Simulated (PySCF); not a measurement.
**Al: ionisation energy**

Al [Ne] 3s2 3p1 (2P) → Al⁺ [Ne] 3s2 (1S), as a difference of total energies. All numbers are calculated (PySCF 2.14, no relativity, point nucleus, in aug-cc-pV(T+d)Z with one added diffuse shell each of s, p, d, f type (7s6p5d3f, 71 functions)). Correlated levels: valence: [Ne] frozen. The calculations carry no spin-orbit coupling.

Q: Order these methods by the ionisation energy they give, lowest first.
A. UHF
B. CCSD(T) (valence)
C. SCS-MP2 (valence)
D. CCSD (valence)

A: A (5.599 eV), C (5.809 eV), D (5.916 eV), B (5.948 eV).

A first-order spin-orbit estimate (lowest level to lowest level, LS coupling) adds 0.008 eV.

Errors of the correlated levels include the incompleteness of this basis and the frozen core.

For comparison: 5.986 eV (measured; NIST Atomic Spectra Database, ionization energies).
